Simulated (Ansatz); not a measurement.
# Graphite under PBE: how the plane-wave cutoff moves the result

A convergence test of the plane-wave cutoff. The geometry was relaxed under PBE beforehand and stays fixed; 9 values are run, from 150 to 800 eV. Wanted are the values from which on the energy stays within 10 and 1 meV/atom, and the pressure within 0.5 GPa, of the last run. Within the series other settings stay, but some runs also write fields, which adds to their time. Spin polarisation is left out.

Program: Ansatz 0.2.0. Level of theory: DFT PBE, plane waves with PAW, scalar-relativistic. These are calculated values, not measurements.

## Step 1: The system as given

It takes space group P6_3/mmc (No. 194, hexagonal). The conventional cell has a = 2.467 Å, b = 2.467 Å, c = 8.527 Å, α = 90.00°, β = 90.00°, γ = 120.00°. C (site symmetry -6m2) is surrounded by 3 C at 1.42 Å.

Coordinates:

```cif
data_structure
_symmetry_space_group_name_H-M 'P 1'
_symmetry_Int_Tables_number 1
_cell_length_a 2.4666
_cell_length_b 2.4666
_cell_length_c 8.5267
_cell_angle_alpha 90.000
_cell_angle_beta 90.000
_cell_angle_gamma 120.000
_cell_volume 44.93
loop_
_atom_site_label
_atom_site_type_symbol
_atom_site_fract_x
_atom_site_fract_y
_atom_site_fract_z
_atom_site_occupancy
C1 C 0.00000 0.00000 0.25000 1
C2 C 0.00000 0.00000 0.75000 1
C3 C 0.33333 0.66667 0.25000 1
C4 C 0.66667 0.33333 0.75000 1
```

## Step 2: The usual settings first

Contents of input.yaml:

```yaml
crystal:
  lattice:
    - [2.4665665061, 0.0, 0.0]
    - [-1.2332832531, 2.1361092544, 0.0]
    - [0.0, 0.0, 8.5267424969]
  atoms:
    - { symbol: C, position: [1.0, 1.0, 0.25] }
    - { symbol: C, position: [0.0, 0.0, 0.75] }
    - { symbol: C, position: [0.3333333333, 0.6666666667, 0.25] }
    - { symbol: C, position: [0.6666666667, 0.3333333333, 0.75] }
hamiltonian:
  xc: pbe
  pseudopotentials:
    kind: paw
    azcp:
      C: "pseudopotentials/C.paw.azcp"
basis:
  ecutwfc: 420
  fft_grid_basis: typed
kpoints:
  mp_grid: { grid: [14, 14, 4], shift: [0, 0, 0] }
magnetization:
  spin_polarized: false
scf:
  occupations: { method: fermi_dirac, width: 0.05 }
  lower_state_search: "off"
output:
  stress: true
  write_density: true
  write_potential: true
  elf: true
  volumetric_format: npy
```

Run with:

```bash
> ansatz run input.yaml --threads 1 --pin off --max-ram 3584MiB --backend cpu --events-out ev --progress --plain --runs-dir out
```

## Step 3: Run at 150 eV

The run at 150 eV.

Changes to input.yaml since step 2:

```diff
@@ -17,6 +17,6 @@
 basis:
-  ecutwfc: 420
+  ecutwfc: 150
   fft_grid_basis: typed
 kpoints:
-  mp_grid: { grid: [14, 14, 4], shift: [0, 0, 0] }
+  mp_grid: { grid: [15, 15, 4], shift: [0, 0, 0] }
 magnetization:
@@ -28,5 +28 @@
   stress: true
-  write_density: true
-  write_potential: true
-  elf: true
-  volumetric_format: npy
```

## Step 4: Run at 200 eV

The run at 200 eV.

Changes to input.yaml since step 3:

```diff
@@ -17,3 +17,3 @@
 basis:
-  ecutwfc: 150
+  ecutwfc: 200
   fft_grid_basis: typed
```

## Step 5: Run at 250 eV

The run at 250 eV.

Changes to input.yaml since step 4:

```diff
@@ -17,3 +17,3 @@
 basis:
-  ecutwfc: 200
+  ecutwfc: 250
   fft_grid_basis: typed
@@ -28 +28,5 @@
   stress: true
+  write_density: true
+  write_potential: true
+  elf: true
+  volumetric_format: npy
```

## Step 6: Run at 300 eV

The run at 300 eV.

Changes to input.yaml since step 5:

```diff
@@ -17,3 +17,3 @@
 basis:
-  ecutwfc: 250
+  ecutwfc: 300
   fft_grid_basis: typed
@@ -28,5 +28 @@
   stress: true
-  write_density: true
-  write_potential: true
-  elf: true
-  volumetric_format: npy
```

## Step 7: Run at 350 eV

The run at 350 eV.

Changes to input.yaml since step 6:

```diff
@@ -17,3 +17,3 @@
 basis:
-  ecutwfc: 300
+  ecutwfc: 350
   fft_grid_basis: typed
```

## Step 8: Run at 420 eV

The run at 420 eV.

Changes to input.yaml since step 7:

```diff
@@ -17,3 +17,3 @@
 basis:
-  ecutwfc: 350
+  ecutwfc: 420
   fft_grid_basis: typed
```

## Step 9: Run at 500 eV

The run at 500 eV.

Changes to input.yaml since step 8:

```diff
@@ -17,3 +17,3 @@
 basis:
-  ecutwfc: 420
+  ecutwfc: 500
   fft_grid_basis: typed
```

## Step 10: Run at 600 eV

The run at 600 eV.

Changes to input.yaml since step 9:

```diff
@@ -17,3 +17,3 @@
 basis:
-  ecutwfc: 500
+  ecutwfc: 600
   fft_grid_basis: typed
```

## Step 11: Run at 800 eV

The run at 800 eV.

Changes to input.yaml since step 10:

```diff
@@ -17,3 +17,3 @@
 basis:
-  ecutwfc: 600
+  ecutwfc: 800
   fft_grid_basis: typed
```

(Steps that only read results are left out.)

Before running it: what results should come out?

As calculated:

| quantity | value |
| --- | --- |
| E(σ → 0) stays within 10 meV/atom of 800 eV | from 420 eV on |
| E(σ → 0) stays within 1 meV/atom | from 500 eV on |
| pressure stays within 0.5 GPa | from 350 eV on |
| pressure at 800 eV | -0.01 GPa |
| CPU time, dearest over cheapest | 6.6 |
| run at the usual settings (mesh 14×14×4 against the series' 15×15×4, 420 eV) | +1.9 meV/atom from 800 eV, -0.01 GPa |

In words: At 150 eV the energy differs by +4297 meV/atom and the pressure by +4.3 GPa. The energy falls at each step up in cutoff, as the variational principle asks. Total energies within 1 meV/atom need 500 eV; differences between like structures often settle sooner. The cell taken over is 27 % larger than the measured one (8.82 Å³/atom, COD); without dispersion its layers, chains or molecules have drifted apart, so it no longer stands for the bulk solid.
